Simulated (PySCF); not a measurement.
Orbital picture of B₂⁺

PBEsol at R = 2.182 Å; basis B 6-31G(d,p); no relativity; PySCF 2.14. State: ²Σg⁺ (doublet), unpaired electrons σ ↑. Only the outer orbitals are listed.

```
spin  orbital  occ.  ε (eV)  main shells (%)
   α       σg     1  -19.15       87 s, 13 p
   α       σu     1  -15.54             92 s
   α       σg     1  -12.48       87 p, 13 s
   α       πu     0  -11.74            100 p
   α       πu     0  -11.74            100 p
   α       πg     0   -9.65            100 p
   β       σg     1  -18.71       85 s, 15 p
   β       σu     1  -14.63             99 s
   β       πu     0  -11.47            100 p
   β       πu     0  -11.47            100 p
   β       σg     0  -10.87       84 p, 15 s
```

Task: Which are the highest filled and the lowest empty level, where do they sit, and how wide is the gap?

Result: Highest filled α σg at -12.48 eV (in %: 87 p, 13 s); lowest empty α πu at -11.74 eV (in %: 100 p); the gap at PBEsol is 0.74 eV.

```json
{
 "bond order (Mayer)": "0.75",
 "⟨S²⟩": "0.759"
}
```

The state was picked by a PBE0 search and need not be the measured ground state.
